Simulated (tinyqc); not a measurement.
Extended Hueckel theory, for NH3+, step by step. The parameters take no account of the charge, which enters only through the electron count. One step of it, computed by the program tinyqc.

Problem. Wolfsberg-Helmholz matrix. H_ij = K' S_ij (H_ii + H_jj)/2 for i != j (the diagonal keeps H_ii), with K' = K + D^2 + D^4 (1 - K), D = (H_ii - H_jj)/(H_ii + H_jj), K = 2.

overlap S, lower triangle:
```
           1N 2s     1N 2px     1N 2py     1N 2pz     2H 1s     3H 1s     4H 1s
1N 2s   1.000000
1N 2px  0.000000   1.000000
1N 2py  0.000000   0.000000   1.000000
1N 2pz  0.000000   0.000000   0.000000   1.000000
2H 1s   0.510753   0.457869   0.000000  -0.035111  1.000000
3H 1s   0.511310  -0.229050   0.396799  -0.035165  0.176905  1.000000
4H 1s   0.511310  -0.229050  -0.396799  -0.035165  0.176905  0.177086  1.000000
```

diagonal H_ii (eV): 1N 2s -26.000000, 1N 2px -13.400000, 1N 2py -13.400000, 1N 2pz -13.400000, 2H 1s -13.600000, 3H 1s -13.600000, 4H 1s -13.600000

K = 2.000000

Give: H.

Solution.

H (eV), lower triangle:
```
           1N 2s    1N 2px    1N 2py    1N 2pz     2H 1s     3H 1s     4H 1s
1N 2s   -26.0000
1N 2px    0.0000  -13.4000
1N 2py    0.0000    0.0000  -13.4000
1N 2pz    0.0000    0.0000    0.0000  -13.4000
2H 1s   -21.1202  -12.3628    0.0000    0.9480  -13.6000
3H 1s   -21.1432    6.1845  -10.7139    0.9495   -4.8118  -13.6000
4H 1s   -21.1432    6.1845   10.7139    0.9495   -4.8118   -4.8167  -13.6000
```
